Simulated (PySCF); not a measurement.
NO2, multiplicity 2. Atoms are numbered in the order given.

```xyz
3

O      0.0000     1.1015     0.1413
N      0.0000     0.0000    -0.3229
O      0.0000    -1.1015     0.1413
```
Charge 0, spin multiplicity 2.

The structure is a stationary point at TPSSh-D3(BJ)/def2-TZVP.

Calculation: PBE/def2-TZVPD run with PySCF.

```json
{
  "total_energy": "-204.98341 hartree",
  "point_group": "C2v",
  "α spin, highest occupied and lowest empty level": "-6.48 and -3.54 eV",
  "β spin, highest occupied and lowest empty level": "-8.44 and -5.05 eV",
  "dipole_moment": "0.27 D",
  "quadrupole, principal values (traceless, Buckingham form, about the centre of nuclear charge)": "-2.40, 0.56, 1.84 D·Å",
  "mean_static_polarisability": "19.3 bohr³ (2.85 Å³)",
  "polarisability_principal_values": "13.0, 15.5, 29.3 bohr³",
  "⟨S²⟩": "0.752 (pure state 0.75)"
}
```
